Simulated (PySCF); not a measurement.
Molecule: `Cn1ccnc1`, C4H6N2.

Geometry:
```tsv
atom	x (Å)	y (Å)	z (Å)
C1	-1.668	-0.130	0.054
N2	-0.242	0.040	-0.033
C3	0.716	-0.772	0.522
C4	1.922	-0.208	0.174
N5	1.724	0.919	-0.572
C6	0.424	1.039	-0.677
H7	-2.009	-0.091	1.100
H8	-2.161	0.680	-0.500
H9	-1.979	-1.090	-0.385
H10	0.459	-1.656	1.099
H11	2.921	-0.561	0.427
H12	-0.108	1.829	-1.209
```

Geometry PBE0-D3(BJ)/def2-SVP throughout; GIAO in PySCF, gas phase, one conformer, non-relativistic; equivalent atoms averaged; basis pcSseg-2.

(1) How do the shifts δ (against TMS, NH3 at the same level) depend on the functional? (a selection of nuclei; ppm; last column core-seconds on shared hosts with different chips, so compare them loosely)

(2) Which nucleus among those listed moves most, in ppm?

Answers

(1) 
```
functional                    kind     C6     C3    C1     N5     N2   H12   H11   H10  H7/H8/H9  core-s
        HF            Hartree–Fock  150.6  126.2  32.3  300.8  166.9  7.44  7.40  7.06      3.50      30
       LDA                     LDA  146.1  128.4  33.3  316.5  199.8  7.08  7.27  6.94      3.63      62
       PBE                     GGA  141.1  123.4  34.1  303.7  190.9  7.09  7.23  6.89      3.62      78
      BLYP                     GGA  141.7  123.6  34.2  307.2  192.7  7.07  7.20  6.86      3.64      83
      BP86                     GGA  140.9  123.2  34.4  301.4  189.2  7.08  7.22  6.87      3.60      83
      OPBE                     GGA  136.2  119.3  34.4  289.3  181.9  7.15  7.24  6.90      3.57      83
       KT2                     GGA  134.1  116.4  33.7  285.6  180.4  7.08  7.19  6.91      3.65      53
       KT3                     GGA  132.7  115.2  34.1  282.9  178.1  7.10  7.18  6.88      3.63      54
     B97-D                     GGA  137.9  120.0  34.5  293.4  184.2  7.09  7.18  6.85      3.62      53
     B3LYP           global hybrid  144.8  125.8  34.1  308.7  189.2  7.15  7.26  6.92      3.60      33
      PBE0           global hybrid  144.6  125.8  34.0  304.9  186.2  7.20  7.30  6.96      3.57      33
  mPW1PW91           global hybrid  144.8  126.1  34.2  305.3  185.9  7.19  7.29  6.94      3.56      33
      WP04           global hybrid  144.9  126.4  36.0  302.7  183.0  7.06  7.09  6.70      3.45      55
     B97-2           global hybrid  141.9  123.2  34.3  297.7  182.4  7.18  7.26  6.91      3.56      41
 BHandHLYP           global hybrid  148.2  127.6  33.5  309.0  182.8  7.27  7.33  7.00      3.57      39
 CAM-B3LYP  range-separated hybrid  148.6  129.1  33.7  310.9  188.8  7.20  7.31  6.98      3.57      51
   wB97X-D  range-separated hybrid  146.8  127.7  34.4  304.9  185.0  7.22  7.31  6.96      3.52      50
   LC-wPBE  range-separated hybrid  151.6  132.1  34.1  305.4  183.3  7.24  7.32  6.99      3.46      69
```

(2) N5 (pyridine-type nitrogen of an azole): from 282.9 ppm with KT3 to 316.5 ppm with LDA. The smallest spread is 0.21 ppm, at H7/H8/H9. Proton shifts span only some 12 ppm, so a few tenths of a ppm matter as much there as several ppm in carbon.
